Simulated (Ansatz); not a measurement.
Geometry optimisation, RKS r2SCAN/def2-SVP in Ansatz 0.2.0.

The input (input.yaml):

```yaml
crystal:
  periodic: [false, false, false]
  atoms:
    - { symbol: Si, position_ang: [-1.134701, -0.017371, -0.201078] }
    - { symbol: O, position_ang: [1.559824, -0.366446, 1.232016] }
    - { symbol: H, position_ang: [-0.867679, -1.462619, 0.012621] }
    - { symbol: H, position_ang: [-2.522866, 0.138636, -0.730932] }
    - { symbol: H, position_ang: [-1.044619, 0.78693, 1.049944] }
    - { symbol: H, position_ang: [1.772517, 0.208372, 0.480041] }
    - { symbol: S, position_ang: [0.267142, 0.820301, -1.623358] }
    - { symbol: H, position_ang: [1.37092, 0.270456, 1.935589] }
    - { symbol: H, position_ang: [0.599462, -0.378259, -2.154744] }
basis:
  gaussian: { orbitals: def2-SVP }
hamiltonian:
  xc: r2scan
relax:
  f_tol: 0.03
  max_steps: 50
output:
  orbitals: {}
```

Run as:

```bash
$ ansatz run input.yaml --threads 2 --pin off --max-ram 3072MiB --backend cpu --events-out ev --progress --plain --runs-dir out
```

Q: Where does it end, and by what steps?

A: The forces met the threshold. The force dipped under the threshold on the way, but the program's further checks kept it going. After 17 steps the energy has fallen by 0.032 eV; H9 moved furthest, 0.46 Å.

```json
{"step": "0", "energy less start (eV)": "0.0000", "largest force component (eV/Å)": "0.143", "accepted": "yes"}
{"step": "1", "energy less start (eV)": "0.0879", "largest force component (eV/Å)": "1.790", "accepted": "no"}
{"step": "2", "energy less start (eV)": "-0.0001", "largest force component (eV/Å)": "0.603", "accepted": "yes"}
{"step": "3", "energy less start (eV)": "-0.0113", "largest force component (eV/Å)": "0.204", "accepted": "yes"}
{"step": "4", "energy less start (eV)": "0.0143", "largest force component (eV/Å)": "1.382", "accepted": "no"}
{"step": "5", "energy less start (eV)": "-0.0159", "largest force component (eV/Å)": "0.154", "accepted": "yes"}
{"step": "6", "energy less start (eV)": "-0.0203", "largest force component (eV/Å)": "0.204", "accepted": "yes"}
{"step": "7", "energy less start (eV)": "-0.0259", "largest force component (eV/Å)": "0.088", "accepted": "yes"}
{"step": "8", "energy less start (eV)": "-0.0225", "largest force component (eV/Å)": "0.307", "accepted": "no"}
{"step": "9", "energy less start (eV)": "-0.0278", "largest force component (eV/Å)": "0.093", "accepted": "yes"}
{"step": "10", "energy less start (eV)": "-0.0289", "largest force component (eV/Å)": "0.219", "accepted": "yes"}
{"step": "11", "energy less start (eV)": "-0.0301", "largest force component (eV/Å)": "0.075", "accepted": "yes"}
{"step": "12", "energy less start (eV)": "-0.0299", "largest force component (eV/Å)": "0.108", "accepted": "no"}
{"step": "13", "energy less start (eV)": "-0.0310", "largest force component (eV/Å)": "0.026", "accepted": "yes"}
{"step": "14", "energy less start (eV)": "-0.0314", "largest force component (eV/Å)": "0.039", "accepted": "yes"}
{"step": "15", "energy less start (eV)": "-0.0315", "largest force component (eV/Å)": "0.121", "accepted": "yes"}
{"step": "16", "energy less start (eV)": "-0.0317", "largest force component (eV/Å)": "0.048", "accepted": "yes"}
{"step": "17", "energy less start (eV)": "-0.0317", "largest force component (eV/Å)": "0.011", "accepted": "yes"}
```

```xyz
9
Properties=species:S:1:pos:R:3
Si -1.133 -0.046 -0.181
O 1.534 -0.370 1.429
H -0.845 -1.460 0.177
H -2.425 0.006 -0.930
H -1.226 0.840 1.007
H 1.743 -0.192 0.498
S 0.424 0.820 -1.425
H 1.607 0.507 1.829
H 0.321 -0.105 -2.406
```

Whether the end is a true minimum wasn't checked by a vibrational analysis.

The run took 41 s on 2 threads of Arm Neoverse V2 (shared host), peak memory 0.16 GiB.
